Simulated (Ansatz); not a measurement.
# [NH2]− (SMILES [NH2-]): levels of theory compared

Wanted: a comparison of 6 runs (UHF/3-21G, UB3LYP/6-31G*, r2SCAN0/6-31G*, CCSD/3-21G, CCSD/6-31G*, UCCSD(T)/3-21G) of [NH2]−. 

The calculation is run with Ansatz 0.2.0.

2 further runs of the same task are left out: 2 that didn't finish.

### 1 Starting point

[NH2]− has 3 atoms, charge -1, and is taken as a singlet. As SMILES, `[NH2-]`. The H2–N1 distance was set to 1.541 Å, away from the relaxed value. At this shape a bond of the SMILES string is far longer than usual.

Bond lengths: N1–H3 1.027 Å. A long bond or contact: N1–H2 1.541 Å.

### 2 A single-point energy at UHF/3-21G (run 1)

input.yaml reads:

```yaml
crystal:
  periodic: [false, false, false]
  atoms:
    - {symbol: N, position_ang: [0.450552, -0.705109, 0.175050]}
    - {symbol: H, position_ang: [0.125500, 0.801200, 0.156000]}
    - {symbol: H, position_ang: [-0.359348, -1.100309, -0.318350]}
basis:
  gaussian: {orbitals: 3-21G.json}
accuracy: high
total_charge: -1
hamiltonian: {xc: hf}
magnetization: {spin_polarized: true, initial_magnetization: 0}
```

The basis set 3-21G is read from a file made from the Basis Set Exchange's data (not shown).

Launch:

```bash
$ ansatz run input.yaml --threads 1 --pin off --max-ram 2610MiB --events-out events.jsonl --progress --plain --runs-dir runs
```

The log of the run:

```text
Warning: RAYON_NUM_THREADS=1 ignored (pool sized by the plan → 1); use --threads N
Functional definition: HF
  name "HF"
  exchange = exact_x
  correlation = 0
248 factors; integrals over basis functions are off by at most 2.9e-9 eV
mean field evaluation 1: about -1498.4012 eV, gradient 8.9e0 eV
mean field evaluation 2: about -1498.4054 eV, gradient 8.9e0 eV
mean field evaluation 4: about -1498.9119 eV, gradient 1.1e0 eV
mean field evaluation 8: about -1498.9184 eV, gradient 7.9e-4 eV
mean field evaluation 16: about -1498.9154 eV, gradient 8.4e-1 eV
mean field evaluation 32: about -1498.1210 eV, gradient 4.4e0 eV
mean field evaluation 64: about -1498.8190 eV, gradient 1.2e0 eV
mean field evaluation 96: about -1498.9184 eV, gradient 2.9e-3 eV
mean field -1498.92680681 eV, -55.0845441414 hartree, gradient 2.0e-8 eV, S^2 0.099181; 2 other end points of the search recorded, 0 dependent functions left out
reference -1498.92680681 eV, -55.0845441414 hartree; 5, 5 occupied and 8, 8 virtual orbitals, 248 factors
Total energy: -1498.92680681 eV, -55.0845441414 hartree
```

It took 0.14 s on 1 thread of Arm Neoverse N1, shared host.

### 3 The energy at UB3LYP/6-31G(d) (spherical functions) (run 2)

run.yaml reads:

```yaml
crystal:
  periodic: [false, false, false]
  atoms:
    - {symbol: N, position_ang: [0.450552, -0.705109, 0.175050]}
    - {symbol: H, position_ang: [0.125500, 0.801200, 0.156000]}
    - {symbol: H, position_ang: [-0.359348, -1.100309, -0.318350]}
basis:
  gaussian: {orbitals: 6-31G_st_-spherical.json}
total_charge: -1
magnetization: {spin_polarized: true}
hamiltonian: {xc: {name: B3LYP}}
accuracy: high
```

The basis set 6-31G* is read from a file made from the Basis Set Exchange's data (not shown).

Launch:

```bash
$ ansatz run run.yaml --threads 1 --pin off --max-ram 2610MiB --events-out events.jsonl --progress --plain --runs-dir runs
```

The log of the run:

```text
Warning: RAYON_NUM_THREADS=1 ignored (pool sized by the plan → 1); use --threads N
Functional definition: B3LYP
  name "B3LYP"
  parameter a0 = 0.2
  parameter ax = 0.72
  parameter ac = 0.81
  exchange = (1 - a0 - ax)*slater_x + ax*b88_x + a0*exact_x
  correlation = (1 - ac)*vwn_rpa_c + ac*lyp_c
333 factors; integrals over basis functions are off by at most 2.8e-9 eV
mean field evaluation 1: about -1517.5167 eV, gradient 8.8e0 eV
mean field evaluation 2: about -1516.7500 eV, gradient 1.5e1 eV
mean field evaluation 4: about -1517.8835 eV, gradient 8.8e-2 eV
mean field evaluation 8: about -1517.8810 eV, gradient 3.7e-3 eV
mean field evaluation 16: about -1517.8810 eV, gradient 9.1e-8 eV
mean field -1517.88104668 eV, -55.7810996087 hartree, gradient 9.1e-8 eV, S^2 0.000000; 1 other end points of the search recorded, 0 dependent functions left out
reference -1517.88106881 eV, -55.7811004222 hartree; 5, 5 occupied and 13, 13 virtual orbitals, 333 factors
Total energy: -1517.88106881 eV, -55.7811004222 hartree
```

It took 1.1 s on 1 thread of Arm Neoverse N1, shared host.

Runs 3 to 4 aren't shown in full; the table further down has their settings and results.

### 4 The energy at CCSD/6-31G(d) (spherical functions) (run 5)

job.yaml reads:

```yaml
crystal:
  periodic: [false, false, false]
  atoms:
    - {symbol: N, position_ang: [0.450552, -0.705109, 0.175050]}
    - {symbol: H, position_ang: [0.125500, 0.801200, 0.156000]}
    - {symbol: H, position_ang: [-0.359348, -1.100309, -0.318350]}
basis:
  gaussian:
    orbitals: 6-31G_st_-spherical.json
total_charge: -1
correlation:
  method: ccsd
  frozen_orbitals: {H: 0, "N": 1}
accuracy: high
scf:
  omitted_lower_state_checks: [cluster_reference, increment]
```

The basis set 6-31G* is read from a file made from the Basis Set Exchange's data (not shown).

Launch:

```bash
$ ansatz run job.yaml --threads 1 --pin off --max-ram 2610MiB --events-out events.jsonl --progress --plain --runs-dir runs
```

The log of the run:

```text
Warning: RAYON_NUM_THREADS=1 ignored (pool sized by the plan → 1); use --threads N
[... 11 lines left out ...]
1 core orbitals not correlated: weight in the atoms' cores, before any rotation towards them, 1.000 or more for the frozen orbitals, at most 0.000 for the correlated occupied ones
[... 23 lines left out ...]
Total energy: -1512.95216816 eV, -55.5999666641 hartree
Checks for a lower state left out: cluster_reference, increment
```

Run time: 0.26 s. Hardware: 1 thread of Arm Neoverse N1, shared host.

### 5 A single-point energy at UCCSD(T)/3-21G (run 6)

run.yaml reads:

```yaml
crystal:
  periodic: [false, false, false]
  atoms:
    - {symbol: "N", position_ang: [0.450552, -0.705109, 0.175050]}
    - {symbol: H, position_ang: [0.125500, 0.801200, 0.156000]}
    - {symbol: H, position_ang: [-0.359348, -1.100309, -0.318350]}
basis:
  gaussian: {orbitals: 3-21G.json}
accuracy: high
scf: {omitted_lower_state_checks: [cluster_reference, increment]}
correlation: {method: ccsd_t, frozen_orbitals: {H: 0, "N": 1}}
total_charge: -1
magnetization: {spin_polarized: true}
```

The basis set 3-21G is read from a file made from the Basis Set Exchange's data (not shown).

Launch:

```bash
$ ansatz run run.yaml --threads 1 --pin off --max-ram 2610MiB --events-out events.jsonl --progress --plain --runs-dir runs
```

The log of the run:

```text
Warning: RAYON_NUM_THREADS=1 ignored (pool sized by the plan → 1); use --threads N
[... 13 lines left out ...]
1 core orbitals not correlated: weight in the atoms' cores, before any rotation towards them, 1.000 or more for the frozen orbitals, at most 0.000 for the correlated occupied ones
[... 27 lines left out ...]
Total energy: -1502.42514162 eV, -55.2131055741 hartree
Checks for a lower state left out: cluster_reference, increment
```

Run time: 0.42 s. Hardware: 1 thread of Arm Neoverse N1, shared host.

### 6 Overview of the runs

```
run                                 level  frozen core orbitals  energy (Eh)  wall time
  1                             UHF/3-21G                     –   -55.084544     0.14 s
  2   UB3LYP/6-31G* (spherical functions)                     –   -55.781100      1.1 s
  3  r2SCAN0/6-31G* (spherical functions)                     –   -55.730303      1.6 s
  4                            CCSD/3-21G                     1   -55.209749      0.2 s
  5     CCSD/6-31G* (spherical functions)                     1   -55.599967     0.26 s
  6                        UCCSD(T)/3-21G                     1   -55.213106     0.42 s
```

### 7 What came out

```
                                         quantity         value
                              run 6: total energy  -55.21311 Eh
run 6: correlation energy (1 core orbital frozen)    -128.6 mEh
                            run 6: (T) correction     -3.38 mEh
         run 6: ⟨S²⟩ of the reference determinant         0.099
                             run 6: T1 diagnostic         0.047
```

Below the UHF energy at the same shape and in the same basis (3-21G): CCSD -125.2 mEh; UCCSD(T) -128.6 mEh. Some of these start from another determinant than that one, so these aren't their correlation energies. Totals of different functionals can't be ranked against each other. In runs 4, 5 the log says that unrestricted orbitals would lower the reference, so the values rest on an unstable closed-shell determinant (other closed-shell runs at this shape may share the fault). All runs together took 3.8 s, the longest 1.6 s.
